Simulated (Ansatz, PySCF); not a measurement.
Barrier height from CH4 (SMILES C) + HN to the transition structure CH5N, without zero-point energy, on the benchmark's geometries as Psi4's copy of the set gives them.
Transition structure (charge 0, multiplicity 3):
```xyz
7

C     -1.200    -0.011     0.000
N      1.401     0.130     0.000
H     -1.427    -0.513     0.933
H     -1.420    -0.591    -0.888
H     -1.520     1.023    -0.046
H      0.189     0.127     0.001
H      1.570    -0.888     0.000
```
Reactant (charge 0, multiplicity 1):
```xyz
5

C      0.0000     0.0000     0.0000
H      0.0000     1.0874     0.0000
H     -0.5126    -0.3625     0.8879
H     -0.5126    -0.3625    -0.8879
H      1.0253    -0.3625     0.0000
```

Open shells are unrestricted; no spin–orbit coupling.

The values were computed with Ansatz (a program for electronic structure); PySCF for the dispersion terms. 

Problem. One of these levels gives 0.432 eV for the barrier height. Which?
A) revPBE-D3(BJ)/def2-TZVPPD
B) CAM-B3LYP-D3(BJ)/def2-TZVPPD
C) HF/aug-cc-pVDZ
D) PBE-D3(BJ)/def2-TZVPPD

Solution. D, PBE-D3(BJ)/def2-TZVPPD. The others give 1.688 (HF/aug-cc-pVDZ), 0.533 (revPBE-D3(BJ)/def2-TZVPPD), 0.781 (CAM-B3LYP-D3(BJ)/def2-TZVPPD)
